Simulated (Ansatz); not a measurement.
Geometry optimisation, Ansatz, RKS PBE-D4/def2-SVP.

Input file:

```yaml
crystal:
  periodic: [false, false, false]
  atoms:
    - { symbol: Si, position_ang: [-0.456787, -0.132197, -0.456963] }
    - { symbol: H, position_ang: [-0.076237, 0.395825, 2.13349] }
    - { symbol: H, position_ang: [0.820963, 0.050666, 0.314642] }
    - { symbol: H, position_ang: [-0.515547, 0.948157, -1.507487] }
    - { symbol: H, position_ang: [-0.3748, -1.456221, -1.173988] }
    - { symbol: Si, position_ang: [-2.34101, -0.069689, 0.784328] }
    - { symbol: H, position_ang: [-3.494239, -0.34542, -0.150118] }
    - { symbol: H, position_ang: [-2.350115, -1.129244, 1.851875] }
    - { symbol: H, position_ang: [-2.566669, 1.279557, 1.409931] }
    - { symbol: H, position_ang: [-0.54246, 0.458566, 2.68169] }
basis:
  gaussian: { orbitals: def2-SVP }
hamiltonian:
  xc: pbe
  dispersion: d4
relax:
  f_tol: 0.03
  max_steps: 50
```

Launched with:

```bash
$ ansatz run input.yaml --threads 1 --pin off --max-ram 2048MiB --backend cpu --events-out ev --progress --plain --runs-dir out
```

Question: Where does it end, and by what steps?

Answer: The run converged. The force dipped under the threshold on the way, but the program's further checks kept it going. After 6 steps the energy has fallen by 0.248 eV; H2 moved furthest, 0.69 Å.

| step | energy less start (eV) | largest force component (eV/Å) | accepted |
| --- | --- | --- | --- |
| 0 | 0.0000 | 1.563 | yes |
| 1 | -0.1842 | 0.240 | yes |
| 2 | -0.2284 | 0.114 | yes |
| 3 | -0.2410 | 0.091 | yes |
| 4 | -0.2468 | 0.048 | yes |
| 5 | -0.2482 | 0.019 | yes |
| 6 | -0.2484 | 0.007 | yes |

```xyz
10
Properties=species:S:1:pos:R:3
Si -0.497 -0.173 -0.673
H 0.210 0.525 2.753
H 0.727 0.043 0.176
H -0.542 0.902 -1.727
H -0.375 -1.510 -1.354
Si -2.446 -0.106 0.641
H -3.652 -0.356 -0.226
H -2.396 -1.163 1.710
H -2.596 1.242 1.293
H -0.331 0.597 3.294
```

Run time: 10 s on 1 thread of Intel(R) Xeon(R) Platinum 8488C (Sapphire Rapids), with other jobs on the host, peak memory 0.14 GiB.
